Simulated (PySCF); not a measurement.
Bonds broken one at a time in the series Al Cl-SH. All species are isolated molecules in the gas phase. One relaxed conformer stands for each flexible species; it need not be the lowest. Strings in code marks are SMILES.

The dipole moment from two functionals at the same geometries (CAM-B3LYP-D3(BJ)/def2-TZVP), both in PySCF: PBE-D3(BJ)/def2-TZVP and CAM-B3LYP-D3(BJ)/def2-TZVP. 

```csv
species,PBE-D3(BJ)/def2-TZVP (D)
whole molecule (`[Cl][Al]([Cl])[Cl]`),0.00
radical fragment (`[Cl]`),0.00
radical fragment (`[Cl][Al][Cl]`),1.31
radical fragment (`[SH]`),0.87
```

**Question.** What does CAM-B3LYP-D3(BJ)/def2-TZVP give for each?

**Answer.** 
- whole molecule (`[Cl][Al]([Cl])[Cl]`): 0.00
- radical fragment (`[Cl]`): 0.00
- radical fragment (`[Cl][Al][Cl]`): 1.56
- radical fragment (`[SH]`): 0.89
Over these rows, drawn at random from the members with no instability flagged (it was tested for open shells, ions and some series alone), PBE minus CAM-B3LYP-D3(BJ): mean -0.07 D, from -0.25 D to 0.00 D.
